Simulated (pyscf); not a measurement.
Structures and frequencies: ωB97X-D3(BJ)/def2-SVP in PySCF.

Task: H₂N–SiH(NH₂)–Cl + water (H₂O) → H₂N–Si(NH₂)(OH)–Cl + hydrogen (H₂)
Surface: singlet. Broken: H–Si, H–O. Formed: O–Si, H–H. Give ΔE‡ and ΔE from ωB97M-D3(BJ)/def2-TZVP, relative to the separated reactants.

Result: ΔE‡ = 32.3 kcal/mol, ΔE = -23.9 kcal/mol. Zero-point energy shifts the barrier by -0.1 kcal/mol. It is a four-centre exchange, with an imaginary mode of 1292i cm⁻¹. One saddle was located; it need not be the lowest between these sides.
